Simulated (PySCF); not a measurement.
Bonds (- single, = double, # triple, : aromatic): C1-N2 1.434 Å, N2:C3 1.367 Å, C3:C4 1.365 Å, C4:N5 1.358 Å, N5:C6 1.304 Å, C6:N2 1.353 Å. C1 carries H7, H8, H9; C3 carries H10; C4 carries H11; C6 carries H12.

Method: GFN2-xTB structure, J couplings at B3LYP/pcJ-1 (spin–dipole term only in couplings to heteroatoms), GIAO PBE0/pcSseg-1 shieldings, in PySCF 2.14.0 with density-fitted response routines (non-relativistic Hamiltonian, one conformer, gas phase, one averaged value for each set of equivalent atoms).

**Question.** List the cross peaks expected in HSQC, COSY and HMBC spectra.

**Answer.** 

HSQC (one-bond C–H):
```
             δH          δC  ¹J(C,H) (Hz)
     7.30 (H11)  137.2 (C4)           195
     7.15 (H12)  140.3 (C6)           211
     6.86 (H10)  122.6 (C3)           190
3.77 (H7/H8/H9)   33.6 (C1)           143
```

HMBC (two and three bonds, |J| ≥ 2.5 Hz):
```
             δH                     δC [abs. J in Hz]
     7.30 (H11)  140.3 (C6) [12.1], 122.6 (C3) [18.7]
     7.15 (H12)   137.2 (C4) [11.9], 122.6 (C3) [3.1]
     6.86 (H10)    140.3 (C6) [6.7], 137.2 (C4) [9.3]
3.77 (H7/H8/H9)    140.3 (C6) [3.4], 122.6 (C3) [3.1]
```

No COSY cross peaks are expected.

Referencing at the same level of theory: ¹H and ¹³C against TMS.

Short H···H contacts in this conformer between protons four or more bonds apart (candidates for NOE cross peaks, intensity ∝ r⁻⁶): H9···H12 2.51 Å, H8···H10 2.78 Å.

Unscaled 3J(H,H) at this level run about 10 % above measured values. Shifts are as computed. Against solution values, carbons near 30 ppm lie about +3 ppm off and those near 130 ppm about +5 ppm. Of 1211 compounds with measured shifts, 218 miss one by over three times the rms of a fit or turn the order of signals round; such compounds aren't used in these exercises.
